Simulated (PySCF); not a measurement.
## Cl2 under electron impact: the energy ladder

r²SCAN in PySCF with def2-TZVPPD on every atom, for the lowest determinant that a PBE0 search found; no spin–orbit coupling.

```tsv
species	state (unpaired electrons)	Re (Å)	ωe (cm⁻¹)	energy of the minimum from the neutral (eV)	De (eV)	dissociates to
Cl2	singlet (closed shell)	1.994	558	0.00	2.58	Cl + Cl
Cl₂⁺	doublet (π ↑)	1.897	650	11.26	4.34	Cl⁺ + Cl
Cl₂⁻	doublet (σ ↑)	2.670	209	-2.70	1.66	Cl + Cl⁻
```

Work out the lowest energy to break Cl2 into atoms, from its vibrational ground state.

D0 = De − ωe/2 = 2.58 − 0.03 = 2.55 eV (r²SCAN/def2-TZVPPD).

Work out the ionisation energy of the Cl atom at this level and the threshold of dissociative ionisation.

IE(Cl) = 11.26 + 4.34 − 2.58 = 13.02 eV, so Cl⁺ + Cl + e⁻ appears at D0 + IE(Cl) = 15.57 eV (r²SCAN/def2-TZVPPD). The measured IE(Cl) is 12.968 eV (NIST ASD).

Work out the electron affinity of the Cl atom and the threshold of dissociative attachment.

EA(Cl) = 2.58 − 1.66 − (-2.70) = 3.62 eV, so Cl + Cl⁻ needs D0 − EA(Cl) = -1.07 eV (negative: it is exothermic at zero electron energy) (r²SCAN/def2-TZVPPD). The measured EA(Cl) is 3.613 eV.

At which energy does ion-pair formation open?

Cl⁺ + Cl⁻ lies at D0 + IE(Cl) − EA(Cl) = 11.95 eV (r²SCAN/def2-TZVPPD).

These are thermodynamic thresholds; the onsets seen under electron impact lie higher where the geometry changes, and cross-sections peak well above them.

States were picked by a PBE0 search and need not be the measured ground states.
